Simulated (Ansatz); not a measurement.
The same path of CH3OSi (6 atoms, charge 1, multiplicity 1) was run 3 times with different band settings. The coordinate that changes most is the dihedral H5–Si2–O3–H6.

These are results of RKS B3LYP-D4/def2-SVP in Ansatz, not measurements.

Relaxed end points:

```xyz
6
Properties=species:S:1:pos:R:3
C -0.863 -0.701 -1.037
Si 0.077 0.392 -0.036
O 0.706 -0.251 1.283
H -1.782 -1.170 -1.406
H 0.385 1.712 -0.609
H 1.478 0.018 1.805
```

```xyz
6
Properties=species:S:1:pos:R:3
C -0.915 -0.721 -0.781
Si 0.123 0.517 -0.129
O 1.105 0.272 1.107
H -1.735 -1.386 -1.067
H 0.201 1.792 -0.846
H 1.222 -0.474 1.716
```

Common settings: spring 5.0 eV/Å²; optimiser quadratic models (default); start path IDPP; iteration limit 60; end points relaxed.

| run | movable images | climbing image | force threshold |
| --- | --- | --- | --- |
| 1 | 5 | yes | 0.05 eV/Å |
| 2 | 5 | yes | 0.2 eV/Å |
| 3 | 8 | no | 0.05 eV/Å |

Q: What does each run give, and how far can it be trusted?

A: Run 1: converged after 17 iterations, highest image 0.047 eV above the first end. A vibrational analysis at the climbing image gives one clearly imaginary mode, 312i cm⁻¹: a first-order saddle point.
Run 2: converged after 3 iterations, highest image 0.080 eV above the first end. The threshold of 0.2 eV/Å is loose, so the images may lie well off the minimum-energy path. The order of the stationary point at the top wasn't checked.
Run 3: converged after 17 iterations, highest image 0.046 eV above the first end. No image climbed, so the highest image needn't sit at the top of the path.
Limits of this set-up: the dipole of an ion depends on the origin.
